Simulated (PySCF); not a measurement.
# SVWN5/STO-3G run of SiH2F2 (SMILES F[SiH2]F)

What is the vertical singlet–triplet gap of SiH2F2 at SVWN5/STO-3G? Input form: a Python script.

Program for the calculation: PySCF 2.14.0.

7 further runs of the same task are left out: 1 that didn't finish, 6 set aside as unsound or not needed.

## (1) The system as given

SiH2F2 has 5 atoms, charge 0, and is taken as a singlet. As SMILES, `F[SiH2]F`. The coordinates come from a PBE0-D4/def2-TZVP relaxation.

Bond lengths: F1–Si2 1.586 Å, Si2–F3 1.586 Å, Si2–H4 1.474 Å, Si2–H5 1.474 Å. Angles: F1–Si2–F3 108.0°, F1–Si2–H4 108.5°, F1–Si2–H5 108.5°, F3–Si2–H4 108.5°, F3–Si2–H5 108.5°, H4–Si2–H5 114.6°.

## (2) The energy at SVWN5/STO-3G

Contents of calc.py:

```python
# F[SiH2]F
from pyscf import gto, dft

mol = gto.Mole()
mol.atom = '''
F   -1.079010   0.538200   0.980720
Si  -0.005220  -0.000540  -0.054090
F    1.247630  -0.520590   0.766910
H   -0.590470  -1.138740  -0.786300
H    0.427070   1.121680  -0.907250
'''
mol.max_memory = 1860
mol.spin = 0
mol.verbose = 3
mol.basis = 'sto-3g'
mol.build()

ks = dft.RKS(mol)
ks.xc = 'svwn'
ks.conv_tol = 1e-10
ks.grids.level = 5
ks.kernel()
if not ks.converged:
    ks = ks.newton().run(ks.mo_coeff, ks.mo_occ)

e_final = ks.e_tot
print('E = %.10f Eh' % e_final)
```

Command:

```sh
$ OMP_NUM_THREADS=1 python calc.py
```

The log of the run:

```text
converged SCF energy = -481.618522497295
E = -481.6185224973 Eh
```

Wall time 0.96 s (1 thread of AMD EPYC 9R45 (Zen 5), shared host); peak memory 0.15 GiB.

## (3) The triplet, same level

Contents of calc.py:

```python
from pyscf import gto, dft

mol = gto.M(
    atom='''
F     -2.039033     1.017051     1.853292
Si    -0.009864    -0.001020    -0.102215
F      2.357679    -0.983773     1.449250
H     -1.115827    -2.151907    -1.485892
H      0.807045     2.119668    -1.714454
''',
    basis='sto-3g',
    max_memory=1860,
    unit='bohr',
    spin=2,
    verbose=3,
)

ks = dft.UKS(mol)
ks.xc = 'svwn'
ks.conv_tol = 1e-10
ks.grids.level = 5
ks.kernel()
if not ks.converged:
    ks = ks.newton().run(ks.mo_coeff, ks.mo_occ)

etot = ks.e_tot
print(f'total energy: {etot:.8f} hartree')
```

Command:

```sh
$ OMP_NUM_THREADS=1 python calc.py
```

The log of the run:

```text
WARN: HOMO 0.092357739506384 >= LUMO -0.331498969096314

WARN: HOMO 0.184874923016863 >= LUMO 0.124852435281009

WARN: HOMO 0.223121115597825 >= LUMO -0.0558187006997878

WARN: HOMO 0.21836251866238 >= LUMO -0.113868517904033

WARN: HOMO 0.240660214587043 >= LUMO -0.113445208919501

WARN: HOMO 0.237527994812718 >= LUMO -0.108689986048123

WARN: HOMO 0.238310825504281 >= LUMO -0.114277551297618

WARN: HOMO 0.237507118284653 >= LUMO -0.112976576620589

WARN: HOMO 0.237483511817375 >= LUMO -0.113241859227766

WARN: HOMO 0.23701233509211 >= LUMO -0.113031786740896

WARN: HOMO 0.23691484693534 >= LUMO -0.112938286995316

WARN: HOMO 0.236896856572872 >= LUMO -0.11291285438518

WARN: HOMO 0.236907115671465 >= LUMO -0.112935060611185

WARN: HOMO 0.236921420757982 >= LUMO -0.112952826281872

WARN: HOMO 0.236935371927332 >= LUMO -0.11296540334897

WARN: HOMO 0.236936775007203 >= LUMO -0.112966414622338

WARN: HOMO 0.236936807870549 >= LUMO -0.112966489429134

WARN: HOMO 0.236936812050722 >= LUMO -0.112966480173869

converged SCF energy = -481.265151995026  <S^2> = 2.0025459  2S+1 = 3.0016968
total energy: -481.26515200 hartree
```

Run time: 2 s. Hardware: 1 thread of AMD EPYC 9R45 (Zen 5), shared host; peak memory 0.15 GiB.

## (4) What came out

Level: SVWN5/STO-3G.

| quantity | value |
| --- | --- |
| singlet: total energy | -481.61852 Eh |
| singlet: dipole moment | 0.61 D |
| singlet: HOMO energy | -3.07 eV |
| singlet: LUMO energy | 6.53 eV |
| singlet: HOMO–LUMO gap | 9.61 eV |
| triplet: total energy | -481.26515 Eh |
| triplet: dipole moment | 0.06 D |
| triplet: ⟨S²⟩ | 2.003 |
| vertical energy of the triplet above the singlet | 9.616 eV |

In words: At this shape the triplet lies 9.62 eV (928 kJ/mol) above the singlet. In a minimal basis such a difference can be off by several eV, whatever the method. Mulliken charges (triplet) run from -0.11 on F1 to +0.42 on Si2; they depend strongly on the basis.
